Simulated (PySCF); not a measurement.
# Two-dimensional NMR puzzle

Compound of formula C3H4. Correlations simulated from computed shifts and couplings:

HSQC (one-bond C–H):
| δH | δC | ¹J(C,H) (Hz) |
| --- | --- | --- |
| 4.88 | 77.1 | 177 |

HMBC (two and three bonds, |J| ≥ 2.5 Hz):
| δH | δC [abs. J in Hz] |
| --- | --- |
| 4.88 | 227.4 [3.2], 77.1 [7.8] |

Carbons without hydrogens: δ 227.4.

Computed data (PySCF 2.14): PBE0-D3(BJ)/def2-TZVP geometry, J: B3LYP/pcJ-2, NMR shieldings at B97-2/pcSseg-2/GIAO. Single conformer, no relativistic terms, gas phase, averaged over atoms made equivalent by symmetry, fast rotation or ring inversion.

Scale: ¹H and ¹³C against TMS (reference shieldings calculated alike).

Exchangeable hydrogens are left out of these lists, and C,H couplings along chains are those of one rotamer, so weak HMBC peaks may be missing or extra.

**Question.** Work out the connectivity.

**Answer.** `C=C=C`.

Structure with atom numbers: `[CH2:1]=[C:2]=[CH2:3]`. Each H is labelled by its parent atom.

1. δC 227.4 is C2, a central carbon of an allene.
2. δC 77.1 is C1/C3, a terminal carbon of a cumulated C=C=C unit (δH 4.88).
3. HMBC from δH 4.88 reaches the proton-free carbon C2.

Shifts are as computed. Against solution values, carbons near 30 ppm lie about +3 ppm off and those near 130 ppm about +7 ppm. Of 1211 compounds with measured shifts, 218 miss one by over three times the rms of a fit or turn the order of signals round; such compounds aren't used in these exercises.
